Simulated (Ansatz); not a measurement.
**Structure optimisation: aluminium, fcc**

Theory: DFT, PBEsol, plane waves (420 eV) with PAW, scalar-relativistic (Ansatz 0.2.0). The PAW files were generated under PBE, with cores re-solved for the functional.

k-point mesh 13×13×13, Fermi-Dirac smearing 0.1 eV, no spin polarisation. Cell and atoms relax.

Starting structure:

```xyz
1
Lattice="0.0000 2.0248 2.0248 2.0248 0.0000 2.0248 2.0248 2.0248 0.0000" Properties=species:S:1:pos:R:3 pbc="T T T"
Al    0.0000    0.0000    0.0000
```

Problem. The pressure at the start is -2.0 GPa. By how much does the volume change?

Solution. From 16.60 to 16.18 Å³ per atom, -2.6 %. The final cell has a = 4.015 Å.

Problem. How much energy does the relaxation gain?

Solution. 2.8 meV per atom.

Path of the relaxation (the plane waves are chosen anew near the end, which can shift the energy a little):

```json
{"step": "0", "E − E(final) (meV/atom)": "2.83", "V (Å³/atom)": "16.602", "P (GPa)": "-2.05", "max force (eV/Å)": "0.000"}
{"step": "1", "E − E(final) (meV/atom)": "-0.10", "V (Å³/atom)": "16.103", "P (GPa)": "0.37", "max force (eV/Å)": "0.000"}
{"step": "2", "E − E(final) (meV/atom)": "-0.15", "V (Å³/atom)": "16.177", "P (GPa)": "-0.02", "max force (eV/Å)": "0.000"}
{"step": "3", "E − E(final) (meV/atom)": "0.00", "V (Å³/atom)": "16.177", "P (GPa)": "-0.03", "max force (eV/Å)": "0.000"}
```
